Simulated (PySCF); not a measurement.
C3H4: g tensor and hyperfine couplings

C3H4 (triplet state).
Structure used (GFN2-xTB), in Å, numbered top down from 1:
```xyz
7
C3H4 angstrom
C     -1.346   -0.087   -0.472
C     -0.252   -0.511    0.178
C      0.877    0.243    0.451
H     -1.681    0.816   -0.929
H     -0.247   -1.541    0.526
H      1.710   -0.183    0.980
H      0.944    1.269    0.139
```

The species is `[CH]C=C` [triplet].

Computed with UKS B3LYP, pcH-1 on C H, non-relativistic, mean-field spin-orbit, GIAO in PySCF. Isolated species at its GFN2-xTB geometry, gas phase. This triplet need not be the ground state; the singlet was not compared here. The geometry wasn't refined by DFT: couplings that depend on bond lengths, twists or pyramidal angles can differ widely from those at the functional's own minimum.

```
g1, g2, g3                      : 2.00223, 2.00244, 2.00248
g_iso                           : 2.00238
Form of g                       : rhombic: the two nearest values differ by 15 % of g3 − g1
⟨S²⟩                            : 2.0360 (exact 2.0000)
α and β electrons               : 12, 10
HOMO–LUMO gap, α and β orbitals : 6.61, 6.14 eV
Total energy                    : -116.58890 Eh
```

Isotropic coupling and dipolar principal values T1 to T3, in MHz; ρ(0) is the spin density at the nucleus:

| atom | isotope | a_iso | T1 | T2 | T3 | Mulliken spin population | ρ(0) (bohr⁻³) |
| --- | --- | --- | --- | --- | --- | --- | --- |
| C1 | 13C | 203.6 | -64.3 | 15.5 | 48.9 | 1.61 | 0.3623 |
| C2 | 13C | -23.7 | -19.7 | 4.8 | 14.9 | -0.34 | -0.0421 |
| C3 | 13C | 71.2 | -29.2 | -22.6 | 51.8 | 0.75 | 0.1266 |
| H4 | 1H | 5.4 | -16.9 | -14.0 | 31.0 | -0.02 | 0.0024 |
| H5 | 1H | 51.3 | -6.2 | -1.6 | 7.8 | 0.04 | 0.0230 |
| H6 | 1H | -13.9 | -13.9 | -1.7 | 15.6 | -0.02 | -0.0062 |
| H7 | 1H | -23.0 | -10.3 | -3.2 | 13.4 | -0.03 | -0.0103 |

The Mulliken spin populations are largest on C1 (+1.61), C3 (+0.75) and C2 (-0.34). The positive populations add up to 2.41 and the negative ones to -0.41, together 2S = 2.

Axes: g2 is normal to the molecular plane and g3 points within 10° of the C2–C3 bond.

The 13C coupling of C1 (203.6 MHz) shows only in satellite lines or after enrichment, since that isotope makes up about 1.07 % of natural carbon.
